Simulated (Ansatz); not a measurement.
```xyz
14

C    -0.0482   -0.0073   -0.0109
C    -0.0075    0.8079    1.2554
C    -0.0392    0.0065    2.5065
C    -0.0197    0.8678    3.7610
H     0.0443    0.6281   -0.8873
H     0.9053   -0.6670   -0.0434
H    -0.8796   -0.6595    0.0242
H    -0.9237    1.5120    1.2907
H     0.8323    1.5013    1.2729
H     0.9183   -0.6407    2.5026
H    -0.8820   -0.6694    2.5778
H     0.0329    0.2245    4.6480
H     0.8929    1.5344    3.8128
H    -0.8451    1.4707    3.8369
```

RHF on singlet C4H10 was run in several spherical basis sets with Ansatz (development build ahead of 0.2.0).

(1) Rank the basis sets by the total energy that they give, lowest first, with the distance from the lowest.
A. def2-SVP
B. cc-pVDZ
C. 6-31G(d)

## Answers

(1) B (0.00 eV), C (0.37 eV), A (3.29 eV).

Totals follow the description of the cores as much as that of the bonds, so this order isn't one of quality for chemistry.
